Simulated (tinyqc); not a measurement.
Inside a calculation. Method: Pariser-Parr-Pople SCF with singles CI, for the molecule C=C1C=CC=C1 (SMILES; centres numbered as the heavy atoms are written). One step of it, computed by the program tinyqc.

Problem. Iteration 2: orbitals and new P. Diagonalise F (the basis is taken as orthonormal) and form P = 2 sum c c over the lowest orbitals; 0.5 of the old P is kept.

F (eV), lower triangle:
```
           1C         2C         3C         4C         5C         6C
1C  -5.285264
2C  -4.497620  -4.545348
3C  -0.301241  -3.916064  -3.880482
4C   0.359981   0.278378  -4.813752  -3.683491
5C   0.359981   0.278378   0.171086  -4.200754  -3.683491
6C  -0.301241  -3.916064   0.808388   0.171086  -4.813752  -3.880482
```

pi electrons, sum of z_r less the charge = 6

P after iteration 1, lower triangle:
```
           1C         2C         3C         4C        5C        6C
1C   0.491501
2C   0.656569   1.197202
3C   0.155845   0.444221   1.124311
4C  -0.242592  -0.135116   0.771935   1.031337
5C  -0.242592  -0.135116  -0.083049   0.548140  1.031337
6C   0.155845   0.444221  -0.392492  -0.083049  0.771935  1.124311
```

Give: orbital energies; P after iteration 2.

Solution.

orbital energies (eV): -12.6229  -9.3300  -7.7094  -2.5175  3.5378  3.6835

P after iteration 2, lower triangle:
```
         1C       2C       3C       4C      5C      6C
1C   0.6562
2C   0.7475   1.0895
3C   0.1692   0.4136   1.1022
4C  -0.2787  -0.0879   0.7927   1.0250
5C  -0.2787  -0.0879  -0.0780   0.5148  1.0250
6C   0.1692   0.4136  -0.3877  -0.0780  0.7927  1.1022
```
